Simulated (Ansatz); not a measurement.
# CH5BSi (SMILES B=C[SiH3]): functionals against CCSD(T) at one geometry

One table from this session's results is given with a row withheld; the runs are named, their logs left out.

Method: single points in def2-TZVPP; program: Ansatz 0.2.0, Gaussian basis.

Correlated methods freeze the cores.

### The starting structure

8 atoms, charge 0, spin multiplicity 1.

Atoms are counted from 1 here; the program's logs count them from 0.

Bond lengths: B1–C2 1.374 Å, B1–H4 1.238 Å, C2–Si3 1.818 Å, C2–H5 1.149 Å, Si3–H6 1.544 Å, Si3–H7 1.536 Å, Si3–H8 1.596 Å. Angles: C2–B1–H4 170.3°, B1–C2–Si3 119.4°, B1–C2–H5 112.9°, Si3–C2–H5 123.1°, C2–Si3–H6 120.1°, C2–Si3–H7 104.1°, C2–Si3–H8 113.7°, H6–Si3–H7 116.7°, H6–Si3–H8 99.2°, H7–Si3–H8 101.9°.

As a file:

```mol
CH5BSi
  3D, bonds by distance, orders not assigned

  8  7  0  0  0  0  0  0  0  0999 V2000
   -1.3033    0.4001   -1.0665 B   0  0
   -0.1076    0.7177   -0.4676 C   0  0
    0.6513   -0.4618    0.6894 Si  0  0
   -2.4666    0.2344   -1.4573 H   0  0
    0.4984    1.4933   -1.0608 H   0  0
    0.8660   -0.0682    2.1665 H   0  0
    1.8768   -0.9926   -0.0693 H   0  0
   -0.2046   -1.7924    0.9018 H   0  0
  1  2  8  0
  1  4  8  0
  2  3  8  0
  2  5  8  0
  3  6  8  0
  3  7  8  0
  3  8  8  0
M  END
```

Set-up of the first run:

Input file run/in.yaml:

```yaml
crystal:
  periodic: [false, false, false]
  atoms:
    - {symbol: B, position_ang: [-1.303255, 0.400055, -1.066483]}
    - {symbol: C, position_ang: [-0.107639, 0.717739, -0.467578]}
    - {symbol: Si, position_ang: [0.651328, -0.461789, 0.689410]}
    - {symbol: H, position_ang: [-2.466615, 0.234447, -1.457312]}
    - {symbol: H, position_ang: [0.498401, 1.493283, -1.060801]}
    - {symbol: H, position_ang: [0.866049, -0.068203, 2.166513]}
    - {symbol: H, position_ang: [1.876819, -0.992555, -0.069282]}
    - {symbol: H, position_ang: [-0.204564, -1.792425, 0.901827]}
basis:
  gaussian: {orbitals: def2-TZVPP}
hamiltonian: {xc: pbe, dispersion: d4}
output: {forces: true}
```

Run with:

```console
$ ansatz run in.yaml --threads 2 --pin off --events-out ev --progress --plain --max-ram 3481MiB
```

Steps of the session up to this table: PBE-D4/def2-TZVPP; r2SCAN-D4/def2-TZVPP; PBE0-D4/def2-TZVPP; wB97M-V/def2-TZVPP; CCSD(T)/def2-TZVPP.

One table of the session follows, with a row left open; its other results are not shown here.

| method | RMS force component (eV/Å) | angle to CCSD(T) forces (°) | dipole (D) |
| --- | --- | --- | --- |
| PBE-D4 | 0.870 | 5.4 | 1.45 |
| r2SCAN-D4 | 0.925 | 7.6 | 1.57 |
| PBE0-D4 | ? | ? | ? |
| wB97M-V | 0.975 | 11.0 | 1.70 |
| CCSD(T) | 1.024 | reference | 1.56 |

Q: Estimate the row for PBE0-D4 from the others.

**Answer.** RMS force component (eV/Å): 0.920; angle to CCSD(T) forces (°): 9.0; dipole (D): 1.60. In the column «RMS force component (eV/Å)» it lies between PBE-D4 (0.870) and r2SCAN-D4 (0.925).
